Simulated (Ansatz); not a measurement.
# BH₃S: vertical ionisation energy

An exercise on one series of results from a longer session: the logs are not shown, and one member is left open.

Computed with Ansatz 0.2.0, Gaussian basis. Level: unrestricted cation, the program's frozen cores in correlated methods.

Levels to be run: UKS PBE-D4/def2-TZVPP; UKS r2SCAN-D4/def2-TZVPP; UKS PBE0-D4/def2-TZVPP; UKS B3LYP-D4/def2-TZVPP; UKS wB97X-V/def2-TZVPP; UKS wB97M-V/def2-TZVPP; UKS B2PLYP/def2-TZVPP; UHF-CCSD(T)/def2-TZVPP; UHF-CCSD(T)/def2-QZVPP; extrapolation to the limit; then −ε(HOMO) from the neutral's earlier runs with LDA (SPW92), PBE-D4, revPBE-D4, BLYP-D4, r2SCAN-D4, B97M-V, PBE0-D4, B3LYP-D4, r2SCANh-D4, r2SCAN0-D4, HSE06-D4, BHLYP-D4, CAM-B3LYP-D4, LC-ωPBE, ωB97X-V, ωB97M-V.

## The geometry

An earlier PBE0-D4 in a triple-zeta def2 set relaxation fixed the geometry.

SMILES `BS`, 5 atoms, charge 0, spin multiplicity 1.

Atoms are counted from 1 here; the program's logs count them from 0.

Bond lengths: B1–S2 1.765 Å, B1–H3 1.192 Å, B1–H4 1.190 Å, S2–H5 1.344 Å. Angles: S2–B1–H3 115.8°, S2–B1–H4 121.4°, H3–B1–H4 122.7°, B1–S2–H5 99.2°.

Set-up of the first run:

Contents of in.yaml:

```yaml
crystal:
  periodic: [false, false, false]
  atoms:
    - {symbol: B, position_ang: [-0.392094, -0.421012, 0.088133]}
    - {symbol: S, position_ang: [0.161655, 1.236922, -0.154268]}
    - {symbol: H, position_ang: [-1.562860, -0.556387, 0.264240]}
    - {symbol: H, position_ang: [0.367105, -1.337626, 0.074199]}
    - {symbol: H, position_ang: [1.476094, 1.004404, -0.313604]}
basis:
  gaussian: {orbitals: def2-TZVPP}
total_charge: 1
magnetization: {spin_polarized: true, initial_magnetization: 1}
hamiltonian: {xc: pbe, dispersion: d4}
```

Steps of the session up to this table: Cation, UKS PBE-D4/def2-TZVPP; Cation, UKS r2SCAN-D4/def2-TZVPP; Cation, UKS PBE0-D4/def2-TZVPP; Cation, UKS B3LYP-D4/def2-TZVPP; Cation, UKS wB97X-V/def2-TZVPP; Cation, UKS wB97M-V/def2-TZVPP; Cation, UKS B2PLYP (frozen core)/def2-TZVPP; Cation, UHF-CCSD(T)/def2-TZVPP; Cation, UHF-CCSD(T)/def2-QZVPP.

One of the session's tables, all rows but one given; the rest of the session is left out.

For comparison, −ε(HOMO) of the neutral from earlier runs:

| functional | −ε(HOMO) (eV) |
| --- | --- |
| LDA (SPW92) | 7.50 |
| PBE-D4 | 7.35 |
| revPBE-D4 | 7.29 |
| BLYP-D4 | 7.15 |
| r2SCAN-D4 | 7.58 |
| B97M-V | 7.64 |
| PBE0-D4 | 8.48 |
| B3LYP-D4 | 8.22 |
| r2SCANh-D4 | 8.00 |
| r2SCAN0-D4 | 8.64 |
| HSE06-D4 | 8.08 |
| BHLYP-D4 | 9.44 |
| CAM-B3LYP-D4 | 9.77 |
| LC-ωPBE | ? |
| ωB97X-V | 10.81 |
| ωB97M-V | 10.67 |

**Question.** Estimate the row for LC-ωPBE.

As computed: −ε(HOMO) (eV): 11.20. In the column «−ε(HOMO) (eV)» it is the highest.
